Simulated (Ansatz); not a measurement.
**C₂H₃NO: taking an electron away**

The task here is to estimate one member of a computed series from the others.

Method: unrestricted cation, the program's frozen cores in correlated methods; program: Ansatz 0.2.0, Gaussian basis.

Levels to be run: UKS PBE-D4/def2-TZVPP; UKS r2SCAN-D4/def2-TZVPP; UKS PBE0-D4/def2-TZVPP; UKS B3LYP-D4/def2-TZVPP; UKS wB97X-V/def2-TZVPP; UKS wB97M-V/def2-TZVPP; UKS B2PLYP/def2-TZVPP; UHF-CCSD(T)/def2-TZVPP; UHF-MP2/def2-QZVPP; extrapolation to the limit; then −ε(HOMO) from the neutral's earlier runs with LDA (SPW92), PBE-D4, revPBE-D4, BLYP-D4, r2SCAN-D4, B97M-V, PBE0-D4, B3LYP-D4, r2SCANh-D4, r2SCAN0-D4, HSE06-D4, BHLYP-D4, CAM-B3LYP-D4, LC-ωPBE, ωB97X-V, ωB97M-V.

## The geometry

An earlier PBE0-D4 in a triple-zeta def2 set relaxation fixed the geometry.

SMILES `C1=NCO1`, 7 atoms, charge 0, spin multiplicity 1.

Atoms are counted from 1 here; the program's logs count them from 0.

Bond lengths: C1–N2 1.278 Å, C1–O4 1.355 Å, C1–H5 1.086 Å, N2–C3 1.459 Å, C3–O4 1.467 Å, C3–H6 1.090 Å, C3–H7 1.090 Å. Angles: N2–C1–O4 104.4°, N2–C1–H5 133.0°, O4–C1–H5 122.7°, C1–N2–C3 84.0°, N2–C3–O4 90.6°, N2–C3–H6 115.0°, N2–C3–H7 115.0°, O4–C3–H6 110.9°, O4–C3–H7 110.9°, H6–C3–H7 112.5°, C1–O4–C3 81.1°.

As a file:

| atom | x (Å) | y (Å) | z (Å) |
| --- | --- | --- | --- |
| C1 | -0.92790 | 0.30989 | -0.31386 |
| N2 | -0.41134 | 0.49866 | 0.83928 |
| C3 | 0.72180 | -0.23277 | 0.28219 |
| O4 | 0.01688 | -0.38069 | -0.99606 |
| H5 | -1.88102 | 0.58839 | -0.75266 |
| H6 | 0.91039 | -1.20554 | 0.73708 |
| H7 | 1.63238 | 0.35397 | 0.15834 |

Set-up of the first run:

File in.yaml:

```yaml
crystal:
  periodic: [false, false, false]
  atoms:
    - {symbol: C, position_ang: [-0.927905, 0.309892, -0.313862]}
    - {symbol: N, position_ang: [-0.411338, 0.498660, 0.839276]}
    - {symbol: C, position_ang: [0.721798, -0.232772, 0.282189]}
    - {symbol: O, position_ang: [0.016884, -0.380694, -0.996063]}
    - {symbol: H, position_ang: [-1.881019, 0.588386, -0.752656]}
    - {symbol: H, position_ang: [0.910394, -1.205542, 0.737079]}
    - {symbol: H, position_ang: [1.632385, 0.353971, 0.158336]}
basis:
  gaussian: {orbitals: def2-TZVPP}
total_charge: 1
magnetization: {spin_polarized: true, initial_magnetization: 1}
hamiltonian: {xc: pbe, dispersion: d4}
```

On the command line:

```sh
$ ansatz run in.yaml --threads 2 --pin off --events-out ev --progress --plain --max-ram 4352MiB
```

Among the steps run: Cation, UKS PBE-D4/def2-TZVPP; Cation, UKS r2SCAN-D4/def2-TZVPP; Cation, UKS PBE0-D4/def2-TZVPP; Cation, UKS B3LYP-D4/def2-TZVPP; Cation, UKS wB97X-V/def2-TZVPP; Cation, UKS wB97M-V/def2-TZVPP; Cation, UKS B2PLYP (frozen core)/def2-TZVPP; Cation, UHF-CCSD(T)/def2-TZVPP; Cation, UHF-MP2/def2-QZVPP.

One table of the session follows, with a row left open; its other results are not shown here.

It belongs to the step «Ionisation energies side by side». Orbital estimates, from the neutral's runs:

```
  functional  −ε(HOMO) (eV)
 LDA (SPW92)           6.92
      PBE-D4              ?
   revPBE-D4           6.62
     BLYP-D4           6.57
   r2SCAN-D4           6.97
      B97M-V           7.00
     PBE0-D4           8.10
    B3LYP-D4           7.85
  r2SCANh-D4           7.49
  r2SCAN0-D4           8.28
    HSE06-D4           7.69
    BHLYP-D4           9.36
CAM-B3LYP-D4           9.53
     LC-ωPBE          10.92
     ωB97X-V          10.52
     ωB97M-V          10.44
```

**Question.** Estimate the row for PBE-D4.

**Answer.** −ε(HOMO) (eV): 6.70. In the column «−ε(HOMO) (eV)» it lies between revPBE-D4 (6.62) and LDA (SPW92) (6.92).
